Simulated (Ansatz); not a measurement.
# SiOF (doublet): from Hartree-Fock to the top rungs, def2-TZVPP

An exercise on one series of results from a longer session: the logs are not shown, and one member is left open.

Computed with Ansatz 0.2.0, Gaussian basis. Level: def2-TZVPP, core rule «outside noble gas», up to 7 orbitals frozen.

To be run: UHF; ROHF; CCSD(T) on UHF.

### The geometry

The geometry is a PBE0/def2-TZVP stationary point (not a proven minimum) of the parent state, kept for this charge and spin.

3 atoms, charge 0, spin multiplicity 2.

Atoms are counted from 1 here; the program's logs count them from 0.

Bond lengths: F1–Si3 1.602 Å, O2–Si3 1.725 Å. Angles: F1–Si3–O2 115.7°.

As a file:

```
F     0.0000    0.3903    1.3102
O     0.0000    0.3975   -1.5067
Si    0.0000   -0.4905   -0.0280
```

Set-up of the first run:

in.yaml

```yaml
crystal:
  periodic: [false, false, false]
  atoms:
    - {symbol: F, position_ang: [0.000000, 0.390347, 1.310206]}
    - {symbol: O, position_ang: [0.000000, 0.397529, -1.506653]}
    - {symbol: Si, position_ang: [0.000000, -0.490510, -0.027996]}
basis:
  gaussian: {orbitals: def2-TZVPP}
magnetization: {spin_polarized: true, initial_magnetization: 1}
hamiltonian: {xc: hf}
output: {orbitals: {seedname: orbitals}}
```

Started as:

```
> ansatz run in.yaml --threads 1 --pin off --events-out ev --progress --plain --max-ram 3968MiB --backend cpu
```

Among the steps run: UHF; ROHF; CCSD(T) on UHF.

One of the session's tables, all rows but one given; the rest of the session is left out.

| method | from UCCSD(T) (meV) |
| --- | --- |
| ROHF | ? |
| UHF | +15962.8 |
| UMP2 | +1391.0 |
| UCCSD | +604.6 |
| UCCSD(T) | 0 |

**Question.** Estimate the row for ROHF.

As computed: from UCCSD(T) (meV): +16129.8. In the column «from UCCSD(T) (meV)» it is the highest.
